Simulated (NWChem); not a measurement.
Everything below was run with NWChem. System: hydrogen cyanide (CHN), charge 0, spin multiplicity 1, at a geometry optimised with PBE0/def2-SVP. Level: PBE/6-31+G* (spherical d).

Output (cleaned and shortened):

```
             Northwest Computational Chemistry Package (NWChem) 7.3.0
             --------------------------------------------------------

                                NWChem Input Module
                                -------------------

 Scaling coordinates for geometry "geometry" by  1.889725989
 (inverse scale =  0.529177249)

 Turning off AUTOSYM since
 SYMMETRY directive was detected!

                             Geometry "geometry" -> ""
                             -------------------------

 Output coordinates in angstroms (scale by  1.889725989 to convert to a.u.)

  No.       Tag          Charge          X              Y              Z
 ---- ---------------- ---------- -------------- -------------- --------------
    1 C                    6.0000     0.00000000     0.00000000    -0.49978000
    2 N                    7.0000     0.00000000     0.00000000     0.65400300
    3 H                    1.0000     0.00000000     0.00000000    -1.57933900

 Effective nuclear repulsion energy (a.u.)      23.8627895636

            Nuclear Dipole moment (a.u.)
            ----------------------------
        X                 Y               Z
 ---------------- ---------------- ----------------
     0.0000000000     0.0000000000     0.0000037795

      Symmetry information
      --------------------

 Group name             C2v
 Group number             16
 Group order               4
 No. of unique centers     3

      Symmetry unique atoms

     1    2    3


 Summary of "ao basis" -> "" (spherical)
 ------------------------------------------------------------------------------
       Tag                 Description            Shells   Functions and Types
 ---------------- ------------------------------  ------  ---------------------
 *                          6-31+g*                   on all atoms

  pbe96 is a nonlocal functional; adding pw91lda local functional.

                                 NWChem DFT Module
                                 -----------------

 Summary of "ao basis" -> "ao basis" (spherical)
 ------------------------------------------------------------------------------
       Tag                 Description            Shells   Functions and Types
 ---------------- ------------------------------  ------  ---------------------
 C                          6-31+g*                  8       18   4s3p1d
 N                          6-31+g*                  8       18   4s3p1d
 H                          6-31+g*                  2        2   2s

 Summary of "ao basis" -> "ao basis" (spherical)
 ------------------------------------------------------------------------------
       Tag                 Description            Shells   Functions and Types
 ---------------- ------------------------------  ------  ---------------------
 C                          6-31+g*                  8       18   4s3p1d
 N                          6-31+g*                  8       18   4s3p1d
 H                          6-31+g*                  2        2   2s

      Symmetry analysis of basis
      --------------------------

        a1         20
        a2          2
        b1          8
        b2          8

            General Information
            -------------------
          SCF calculation type: DFT
          Wavefunction type:  closed shell.
          No. of atoms     :     3
          No. of electrons :    14
           Alpha electrons :     7
            Beta electrons :     7
          Charge           :     0
          Spin multiplicity:     1
          Use of symmetry is: on ; symmetry adaption is: on
          Maximum number of iterations: 100
          AO basis - number of functions:    38
                     number of shells:    18
          Convergence on energy requested:  1.00D-06
          Convergence on density requested:  1.00D-05
          Convergence on gradient requested:  5.00D-04

              XC Information
              --------------
          PerdewBurkeErnzerhof Exchange Functional  1.000
            Perdew 1991 LDA Correlation Functional  1.000 local
           PerdewBurkeErnz. Correlation Functional  1.000 non-local

             Grid Information
             ----------------
          Grid used for XC integration:  medium
[...]
               -----      ----    ------     -----      ----
     calls:        1         0         0         0         0
   data(b): 5.24e+05  0.00e+00  0.00e+00  0.00e+00
   time(s): 0.00e+00  0.00e+00  0.00e+00  0.00e+00  0.00e+00
rate(mb/s): 0.00e+00  0.00e+00
------------------------------------------------------------

 !! scf_movecs_sym_adapt:    8 vectors were symmetry contaminated

  Symmetry fudging

 !! scf_movecs_sym_adapt:    4 vectors were symmetry contaminated

   convergence    iter        energy       DeltaE   RMS-Dens  Diis-err    time
 ---------------- ----- ----------------- --------- --------- ---------  ------
 d= 0,ls=0.0,diis     1    -93.2382940307 -1.17D+02  3.85D-02  5.31D-01     0.1

 !! scf_movecs_sym_adapt:    6 vectors were symmetry contaminated

  Symmetry fudging

 !! scf_movecs_sym_adapt:    4 vectors were symmetry contaminated

 d= 0,ls=0.0,diis     2    -92.7434690023  4.95D-01  3.07D-02  4.48D+00     0.1

 !! scf_movecs_sym_adapt:    6 vectors were symmetry contaminated

  Symmetry fudging

 !! scf_movecs_sym_adapt:    4 vectors were symmetry contaminated

 d= 0,ls=0.0,diis     3    -93.3089408803 -5.65D-01  1.93D-03  1.63D-02     0.1

 !! scf_movecs_sym_adapt:    6 vectors were symmetry contaminated

  Symmetry fudging

 !! scf_movecs_sym_adapt:    4 vectors were symmetry contaminated

 d= 0,ls=0.0,diis     4    -93.3104510527 -1.51D-03  8.00D-04  1.60D-03     0.1

 !! scf_movecs_sym_adapt:    6 vectors were symmetry contaminated

  Symmetry fudging

 !! scf_movecs_sym_adapt:    4 vectors were symmetry contaminated

 d= 0,ls=0.0,diis     5    -93.3106675070 -2.16D-04  2.41D-04  2.15D-04     0.2

 !! scf_movecs_sym_adapt:   16 vectors were symmetry contaminated

  Symmetry fudging

 !! scf_movecs_sym_adapt:   14 vectors were symmetry contaminated

  Resetting Diis
 d= 0,ls=0.0,diis     6    -93.3106974151 -2.99D-05  1.65D-05  1.21D-06     0.2

 !! scf_movecs_sym_adapt:   16 vectors were symmetry contaminated

  Symmetry fudging

 !! scf_movecs_sym_adapt:   14 vectors were symmetry contaminated

 d= 0,ls=0.0,diis     7    -93.3106975522 -1.37D-07  1.74D-06  2.22D-09     0.2

         Total DFT energy =      -93.310697552227
      One electron energy =     -172.642599282147
           Coulomb energy =       67.939473359115
    Exchange-Corr. energy =      -12.470361192789
 Nuclear repulsion energy =       23.862789563594

 Numeric. integr. density =       13.999999405503

     Total iterative time =      0.1s

                  Occupations of the irreducible representations
                  ----------------------------------------------

                     irrep           alpha         beta
                     --------     --------     --------
                     a1                5.0          5.0
                     a2                0.0          0.0
                     b1                1.0          1.0
                     b2                1.0          1.0

                       DFT Final Molecular Orbital Analysis
                       ------------------------------------

 Vector    5  Occ=2.000000D+00  E=-3.344797D-01  Symmetry=a1
              MO Center= -1.2D-14,  3.1D-14,  8.2D-01, r^2= 8.8D-01
   Bfn.  Coefficient  Atom+Function         Bfn.  Coefficient  Atom+Function
  ----- ------------  ---------------      ----- ------------  ---------------
    24      0.520841  2 N  s                 23      0.504475  2 N  pz
    20      0.246960  2 N  s                  5     -0.245613  1 C  pz
     6     -0.223242  1 C  s                 27      0.167152  2 N  pz
     2     -0.145197  1 C  s                 28      0.131631  2 N  s
    19     -0.113673  2 N  s                  9     -0.099317  1 C  pz

 Vector    6  Occ=2.000000D+00  E=-3.303744D-01  Symmetry=b1
              MO Center=  1.3D-14, -1.8D-30,  1.1D-01, r^2= 1.1D+00
   Bfn.  Coefficient  Atom+Function         Bfn.  Coefficient  Atom+Function
  ----- ------------  ---------------      ----- ------------  ---------------
    21      0.464856  2 N  px                 3      0.423293  1 C  px
    25      0.235526  2 N  px                 7      0.210816  1 C  px
    11      0.036789  1 C  px                35      0.033131  2 N  d  1

 Vector    7  Occ=2.000000D+00  E=-3.303744D-01  Symmetry=b2
              MO Center=  4.5D-30, -3.2D-14,  1.1D-01, r^2= 1.1D+00
   Bfn.  Coefficient  Atom+Function         Bfn.  Coefficient  Atom+Function
  ----- ------------  ---------------      ----- ------------  ---------------
    22      0.464856  2 N  py                 4      0.423293  1 C  py
    26      0.235526  2 N  py                 8      0.210816  1 C  py
    12      0.036789  1 C  py                33     -0.033131  2 N  d -1

 Vector    8  Occ=0.000000D+00  E=-3.428139D-02  Symmetry=b2
              MO Center= -7.7D-33,  9.6D-17, -1.9D-01, r^2= 2.7D+00
   Bfn.  Coefficient  Atom+Function         Bfn.  Coefficient  Atom+Function
  ----- ------------  ---------------      ----- ------------  ---------------
    12      0.569783  1 C  py                 8      0.515998  1 C  py
    22     -0.464897  2 N  py                30     -0.443889  2 N  py
    26     -0.434963  2 N  py                 4      0.407755  1 C  py
    15     -0.045778  1 C  d -1

 Vector    9  Occ=0.000000D+00  E=-3.428139D-02  Symmetry=b1
              MO Center=  1.4D-16, -1.1D-32, -1.9D-01, r^2= 2.7D+00
   Bfn.  Coefficient  Atom+Function         Bfn.  Coefficient  Atom+Function
  ----- ------------  ---------------      ----- ------------  ---------------
    11      0.569783  1 C  px                 7      0.515998  1 C  px
    21     -0.464897  2 N  px                29     -0.443889  2 N  px
    25     -0.434963  2 N  px                 3      0.407755  1 C  px
    17      0.045778  1 C  d  1

 Vector   10  Occ=0.000000D+00  E=-1.188944D-04  Symmetry=a1
              MO Center=  2.0D-15, -7.3D-16, -2.2D+00, r^2= 4.0D+00
   Bfn.  Coefficient  Atom+Function         Bfn.  Coefficient  Atom+Function
  ----- ------------  ---------------      ----- ------------  ---------------
    10      0.866006  1 C  s                 13     -0.826976  1 C  pz
     6     -0.696684  1 C  s                 38      0.495207  3 H  s
    31      0.395546  2 N  pz                 9      0.329273  1 C  pz
     5      0.207534  1 C  pz                 2     -0.177345  1 C  s
    28     -0.153368  2 N  s                 23     -0.101429  2 N  pz

 center of mass
 --------------
 x =   0.00000000 y =   0.00000000 z =   0.10976926

 moments of inertia (a.u.)
 ------------------
          40.743856865309           0.000000000000           0.000000000000
           0.000000000000          40.743856865309           0.000000000000
           0.000000000000           0.000000000000           0.000000000000

     Multipole analysis of the density
     ---------------------------------

     L   x y z        total         alpha         beta         nuclear
     -   - - -        -----         -----         ----         -------
     0   0 0 0     -0.000000     -7.000000     -7.000000     14.000000

     1   1 0 0     -0.000000     -0.000000     -0.000000      0.000000
     1   0 1 0     -0.000000     -0.000000     -0.000000      0.000000
     1   0 0 1     -1.180846     -0.590425     -0.590425      0.000004

     2   2 0 0     -8.812518     -4.406259     -4.406259      0.000000
     2   1 1 0     -0.000000     -0.000000     -0.000000      0.000000
     2   1 0 1     -0.000000     -0.000000     -0.000000      0.000000
     2   0 2 0     -8.812518     -4.406259     -4.406259      0.000000
     2   0 1 1     -0.000000     -0.000000     -0.000000      0.000000
     2   0 0 2     -7.340352    -16.145745    -16.145745     24.951139

 Task  times  cpu:        0.2s     wall:        0.2s

 Total times  cpu:        0.2s     wall:        0.2s
```

**Question.** Write an NWChem input that would produce this output.

**Answer.** This is not unique; one that fits is 
```
start mol
memory heap 200 mb stack 900 mb global 1100 mb
geometry units angstroms nocenter noautoz
  C      0.000000     0.000000    -0.499780
  N      0.000000     0.000000     0.654003
  H      0.000000     0.000000    -1.579339
  symmetry group C2v
end
basis spherical
  * library 6-31+g*
end
dft
  xc xpbe96 cpbe96
  semidirect memsize 60000000 filesize 0
  iterations 100
end
task dft energy
```
